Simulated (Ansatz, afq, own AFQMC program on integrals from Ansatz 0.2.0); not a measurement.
Integrals from Ansatz 0.2.0, then the random walk in our own AFQMC program (afq).

```yaml
crystal:
  periodic: [false, false, false]
  atoms:
    - {symbol: Al, position_ang: [-0.969900, 0.000000, 0.000000]}
    - {symbol: H, position_ang: [-1.762824, 1.373384, 0.000000]}
    - {symbol: H, position_ang: [-1.762824, -1.373384, 0.000000]}
    - {symbol: H, position_ang: [0.847100, 0.000000, 0.000000]}
    - {symbol: N, position_ang: [2.061100, 0.000000, 0.000000]}
basis:
  gaussian: {orbitals: cc-pVTZ}
magnetization: {spin_polarized: true, initial_magnetization: 3}
correlation: {method: ccsd_t, electrons: outside_noble_gas, hamiltonian_folder: ham}
```

```sh
$ ansatz run in.yaml --threads 1 --pin off --events-out ev --progress --plain --max-ram 24576MiB --backend cuda --devices 0, --max-vram 18GiB
```

afq runs on the folder ham with

```
--method phaseless --trial cisd --walkers 1000 --populations 20 --least-time 60 --time-step 0.005 --steps-per-block 50 --equilibration-blocks 28 --max-blocks 4000 --target-error 0.0002 --factor-cut 1e-05 --start spin_pure --seed 5772 --release-times 0.24,0.51,0.99,1.62,2.4 --release-step 0.03 --release-every 3 --taylor-order 6
```

Times are imaginary, in 1/Eh. The walk had a cap of 237 s. With eight or more populations the least sampling time is a fifth of least-time, and the error comes from their spread.

afq prints:

```
orbitals 100  electrons 7 4  factors 619 of 625
reference energy -297.98845060 Eh
CCSD correlation -0.25372974 Eh in 12 cycles, weight of the determinant in the CISD state 0.8852
energy of the start -298.240608 Eh
 block  time / (1/Eh)  mean weight  energy / Eh
     1     0.250  0.9998  -298.239302
     2     0.500  0.9997  -298.241464
     3     0.750  1.0001  -298.244142
     4     1.000  0.9998  -298.246192
     5     1.250  1.0002  -298.247975
     8     2.000  1.0001  -298.249054
    11     2.750  1.0004  -298.249957
    17     4.250  1.0005  -298.248987
    23     5.750  0.9992  -298.251374
    29     7.250  1.0000  -298.251535
    35     8.750  1.0000  -298.250969
    41    10.250  1.0000  -298.249970
    47    11.750  1.0002  -298.250400
    53    13.250  1.0003  -298.251190
    59    14.750  1.0001  -298.249404
    65    16.250  1.0006  -298.250278
    71    17.750  1.0002  -298.251086
    77    19.250  1.0005  -298.248794
    83    20.750  0.9999  -298.251841
    89    22.250  0.9996  -298.249555
    95    23.750  0.9998  -298.249907
    97    24.250  0.9994  -298.250292
error from the spread of 20 populations
released: time / (1/Eh)  energy / Eh  error  mean overlap
  0.24  -298.250381  0.000162  0.9999
  0.51  -298.250473  0.000128  0.9961
  0.99  -298.250624  0.000181  0.9919
  1.62  -298.250850  0.000201  0.9756
  2.40  -298.250438  0.000308  0.9596
energy -298.250468 +/- 0.000155 Eh
(rows thinned)
```

The run passed its tests (sampling time, drift between the halves within three errors, error under three times the target), which doesn't prove that it has relaxed.

Against this walk (error 4.2 meV) on the same determinant: CCSD(T) 38.9 meV higher, CCSDT(Q) 0.5 meV lower (within the noise). The error is statistical and leaves out the bias of the constraint. Released to 2.40 1/Eh the energy moves by 1 ± 9 meV (both errors), within twice the noise.

Cautions: constraint bias not in the error; lower spins were not checked.

The walk took 71 s on 1 × NVIDIA H100 80GB HBM3 with 2 threads of AMD EPYC 7R13 Processor (Zen 3), with other jobs on the host (the card was shared). The log's last line is the phaseless energy.

CCSDT and higher add their correlation energy to the determinant of the CCSD(T) run, since their own runs factorise the integrals more tightly (a shift of under 2 meV). A walk keeps the symmetry of its determinant, which the program's search chose and which needn't be the lowest solution, so a lower state of the same spin and another symmetry isn't excluded.
